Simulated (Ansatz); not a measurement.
NaMgF₃: computed properties

All numbers below come from DFT PBEsol, scalar-relativistic, plane waves, PAW (Ansatz).

Settings: cutoff 420 eV, Γ-centred mesh 6×6×6 on the computed 5-atom cell, Gaussian smearing of 0.02 eV; no spin polarisation.

The structure is relaxed at this level of theory with its symmetry kept.

```cif
data_structure
_symmetry_space_group_name_H-M 'Pm-3m'
_symmetry_Int_Tables_number 221
_cell_length_a 3.9067
_cell_length_b 3.9067
_cell_length_c 3.9067
_cell_angle_alpha 90.000
_cell_angle_beta 90.000
_cell_angle_gamma 90.000
_cell_volume 59.62
loop_
_atom_site_label
_atom_site_type_symbol
_atom_site_symmetry_multiplicity
_atom_site_Wyckoff_symbol
_atom_site_fract_x
_atom_site_fract_y
_atom_site_fract_z
_atom_site_occupancy
Na1 Na 1 a 0.00000 0.00000 0.00000 1
Mg1 Mg 1 b 0.50000 0.50000 0.50000 1
F1 F 3 c 0.50000 0.50000 0.00000 1
```

```json
{
  "Space group": "Pm-3m (No. 221)",
  "Volume per atom": "11.92 Å³",
  "Formation energy from the elements' standard states (uncorrected)": "-3.191 eV/atom",
  "Kohn–Sham band gap": "5.99 eV, indirect from R to Γ",
  "Löwdin character of the top 1 eV of the valence band": "F 2p 99 %",
  "Löwdin character of the lowest 1 eV of the conduction band": "Na 3s 63 %, F 2s 17 %, Mg 3s 13 %",
  "Electron masses at the edge by Cartesian direction of the standard setting (m_e; degenerate bands sorted by energy; no spin-orbit coupling)": "x: 0.55; y: 0.55; z: 0.55",
  "Hole masses at the edge by Cartesian direction of the standard setting (m_e; degenerate bands sorted by energy; no spin-orbit coupling)": "x: 20, 1.3, 1.3; y: 20, 1.3, 1.3; z: 20, 1.3, 1.3",
  "Bulk modulus": "74 GPa",
  "Its pressure derivative": "4.3",
  "Electronic dielectric constant xx, yy, zz of the standard setting (independent particles)": "2.0, 2.0, 2.0",
  "Bader charges (e)": "Na (1 in the cell) 0.92, Mg (1 in the cell) 1.76, F (3 in the cell) -0.89"
}
```

Symmetry holds off the tilts and polar distortions that many cubic perovskites undergo.

Cost: 12 runs of about 1.4 core-minutes in all, on Arm Neoverse V2 (shared hosts).